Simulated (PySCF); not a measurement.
A basis-limit estimate, worked out

An elementary step of SiN$_{2}$H$_{8}$, singlet (SiN₂H₆ ([NH2][SiH2][NH2]) + H₂ → SiNH₅ ([NH2][SiH3]) + NH₃; bonds formed: Si1–H7, N2–H6; bonds broken: Si1–N2, H6–H7). “Start” is the structure reached by relaxing down from the saddle towards the reactants; PBE0-D4/def2-TZVP structures. The saddle:

| atom | x (Å) | y (Å) | z (Å) |
| --- | --- | --- | --- |
| Si1 | -0.2606 | -0.5303 | 0.2028 |
| N2 | 1.3490 | -0.0265 | -0.6049 |
| H3 | -0.7468 | -1.4966 | -0.8542 |
| H4 | 0.0882 | -1.4509 | 1.3152 |
| N5 | -1.5381 | 0.5920 | 0.0934 |
| H6 | 1.2876 | 0.6042 | 0.4234 |
| H7 | 0.5428 | 0.7740 | 1.2880 |
| H8 | 2.0535 | -0.7391 | -0.7588 |
| H9 | 1.2371 | 0.5481 | -1.4318 |
| H10 | -1.6283 | 1.3673 | 0.7266 |
| H11 | -2.3843 | 0.3577 | -0.3995 |

Program: PySCF 2.14 with density fitting (its default auxiliary sets; JK sets also for MP2 and CCSD(T)). Basis: def2-TZVPP and def2-QZVPP. Cores are frozen in the correlated methods.

Energies in eV:

| quantity | saddle | start |
| --- | --- | --- |
| Hartree–Fock, triple zeta (X = 3) | -10952.25846 | -10954.83807 |
| Hartree–Fock, quadruple zeta (X = 4) | -10952.67935 | -10955.27266 |
| MP2 correlation, X = 3 | -16.66998 | -16.14266 |
| MP2 correlation, X = 4 | -17.78612 | -17.25716 |
| CCSD(T) correlation, X = 3 | -18.39205 | -17.85588 |

Q: Work out the barrier at the basis limit: extrapolate Hartree–Fock as E(X) = E∞ + A exp(−7.88 √X) and the MP2 correlation as E(X) = E∞ + B X^−2.97 (the exponents that Neese and Valeev fitted for def2-TZVPP and QZVPP), then add CCSD(T) − MP2 in triple zeta.

A: Each step is linear, so take the differences first (saddle − start): Hartree–Fock 2.57961 (X = 3) and 2.59331 (X = 4); MP2 correlation -0.52732 and -0.52896; CCSD(T) correlation -0.53617.
Two points give E∞ = E(4) + w [E(4) − E(3)], with w = 1/(exp(7.88 (2 − √3)) − 1) = 0.1377 for Hartree–Fock and w = 1/((4/3)^2.97 − 1) = 0.7407 for the correlation.
Hartree–Fock: 2.59331 + 0.1377 × 0.01370 = 2.5952 eV.
MP2 correlation: -0.52896 + 0.7407 × (-0.00164) = -0.5302 eV.
CCSD(T) − MP2: -0.53617 − (-0.52732) = -0.0089 eV.
Sum: 2.5952 + (-0.5302) + (-0.0089) = 2.0561 eV, or 47.41 kcal/mol. Plain CCSD(T) in triple zeta gives 2.0434 eV, so the larger basis shifts the result by 0.0127 eV.

T1 diagnostic: at most 0.011.

Labels in which every atom is bracketed show which atoms are joined, not bond orders.

For scale, one of the runs: CCSD(T)/def2-TZVPP, 216 basis functions, launched by `OMP_NUM_THREADS=4 python run.py`. The run took 8.5 min on 4 CPU threads of an Arm Neoverse V1 (shared host), with 3 GiB of host memory at its peak.
